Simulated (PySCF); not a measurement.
An unknown is described by computed data only.

Elements present: C, H and O. Monoisotopic mass: 58.0055 u.

| Item | Value |
| --- | --- |
| NMR, other nuclei | isotropic shieldings of nuclei other than C and H, by class: -413 (2 O) ppm [GIAO PBE0/pcSseg-1] |
| Couplings | largest of the computed one-bond spin–spin couplings (means over like bonds): 13C–1H +184.4 (×2), 13C–13C +51.5, 17O–13C +35.5 (×2) Hz [B3LYP/pcJ-1] |
| Dipole | 0.00 D by symmetry (numerical residue 0.01 D) [PBE0/pcSseg-1] |
| 1H NMR | chemical shifts (computed TMS as zero) by class: 9.26 (2 H) ppm [GIAO PBE0/pcSseg-1] |
| 13C NMR | chemical shifts (computed TMS as zero) by class: 196.0 (2 C) ppm [GIAO PBE0/pcSseg-1] |
| Rotational structure | rotational constants A, B, C: 58.324, 4.763, 4.403 GHz [GFN2-xTB] |

The electronic properties come from PySCF, for the isolated species, density fitting. Levels stand in brackets. Geometry: GFN2-xTB, one conformer, isolated molecule. NMR classes are plain means over equivalent atoms (diastereotopic ones count apart unless rotation or inversion swaps them), as if these changed places fast.

Problem. Which formula fits the mass and the elements?

Solution. C2H2O2 (calculated 58.0055). No other formula that holds each of these elements comes within 0.0003 u with a fitting electron parity and a possible valence count.

Problem. Propose a structure and show how it fits.

Solution. Numbering: `[O:1]=[CH:2][CH:3]=[O:4]`. Its formula, C2H2O2, gives 2 degrees of unsaturation: 0 rings and 2 π bonds in the structure found. 2 carbons fall into 1 class: aldehyde carbon [C2/C3] (196.0 ppm, 2 C). All hydrogens form one class (9.26 ppm): formyl hydrogen. The other shieldings belong to: -413 ppm, aldehyde oxygen [O1/O4]. The couplings run between: +184.4 Hz, aldehyde carbon [C2] and its hydrogen (with 1 like pair); +51.5 Hz, aldehyde carbon [C2] and aldehyde carbon [C3]; +35.5 Hz, aldehyde oxygen [O1] and aldehyde carbon [C2] (with 1 like pair). The vanishing dipole is forced by symmetry. The optimised geometry has point group C2h and is an asymmetric top. Structure: glyoxal, `O=CC=O`. The assignments are read from this structure; whether some other isomer fits the data as well wasn't checked.

Shape of the structure used: `[O:1]=[CH:2][CH:3]=[O:4]`: O1–C2–C3–O4 180°.
